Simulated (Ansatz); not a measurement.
Potential energy surface of H3, doublet: collinear H-H-H surface. Scanned: first H-H distance and second H-H distance.

Cartesian coordinates as functions of the variables (Å; names that start with a are angles):
```
H  0  0  -r1
H  0  0  0
H  0  0  r2
```

Calculation: UHF/def2-TZVP (Ansatz, a program for electronic structure).

Energy in kJ/mol above the lowest grid point; x is the first H-H distance (Å), y the second H-H distance (Å).

| y \ x | 0.63 | 0.69 | 0.75 | 0.78 | 0.88 | 0.94 | 1.02 | 1.13 | 1.19 | 1.35 | 1.51 | 1.84 | 2.15 |
|---|---|---|---|---|---|---|---|---|---|---|---|---|---|
| 2.15 | 26.6 | 4.3 | 0.3 | 3.3 | 29.4 | 53.1 | 90.1 | 145.9 | 176.5 | 241.7 | 281.5 | 319.1 | 331.1 |
| 1.78 | 36.3 | 13.5 | 8.9 | 11.6 | 36.6 | 59.4 | 95.0 | 147.4 | 174.8 | 232.7 | 269.0 | 303.8 | 315.0 |
| 1.58 | 47.0 | 23.4 | 17.9 | 20.1 | 43.3 | 64.8 | 98.0 | 145.6 | 169.6 | 220.3 | 252.2 | 283.2 | 293.3 |
| 1.41 | 61.2 | 36.2 | 29.2 | 30.5 | 50.5 | 69.6 | 98.8 | 139.3 | 159.2 | 200.5 | 226.4 | 251.2 | 259.1 |
| 1.21 | 86.3 | 58.1 | 47.5 | 46.9 | 59.2 | 72.7 | 93.4 | 120.8 | 133.6 | 158.9 | 173.2 | 184.3 | 186.2 |
| 1.11 | 103.6 | 72.7 | 59.0 | 56.8 | 62.8 | 72.1 | 86.5 | 105.3 | 113.7 | 128.9 | 135.8 | 137.7 | 135.6 |
| 1.02 | 123.0 | 88.7 | 71.4 | 67.1 | 65.8 | 70.3 | 78.1 | 88.2 | 92.3 | 98.2 | 98.7 | 94.0 | 90.1 |
| 0.96 | 138.5 | 101.5 | 81.1 | 75.2 | 68.2 | 69.0 | 72.1 | 76.2 | 77.5 | 77.6 | 74.5 | 66.6 | 61.9 |
| 0.85 | 175.6 | 132.3 | 105.2 | 95.8 | 76.7 | 70.5 | 64.6 | 58.2 | 54.8 | 45.8 | 37.5 | 25.3 | 19.5 |
| 0.79 | 203.0 | 155.7 | 124.4 | 112.9 | 86.8 | 76.6 | 66.2 | 54.6 | 49.0 | 35.9 | 25.3 | 11.2 | 4.9 |
| 0.73 | 238.6 | 187.0 | 151.3 | 137.5 | 104.5 | 90.5 | 75.7 | 59.4 | 51.8 | 35.1 | 22.5 | 6.7 | 0.0 |
| 0.69 | 268.9 | 214.2 | 175.5 | 160.3 | 122.6 | 106.3 | 88.7 | 69.5 | 60.8 | 41.9 | 28.1 | 11.3 | 4.3 |
| 0.63 | 328.1 | 268.9 | 225.6 | 208.3 | 164.1 | 144.3 | 123.0 | 99.9 | 89.5 | 67.6 | 52.2 | 34.0 | 26.6 |

Points that lie below all their neighbours on the grid: x = 2.15, y = 0.73 on the edge of the grid (0.0 kJ/mol); x = 0.75, y = 2.15 on the edge of the grid (0.3 kJ/mol). The lowest path on the grid from the first to the second passes x = 0.94, y = 0.96 at 69.0 kJ/mol.
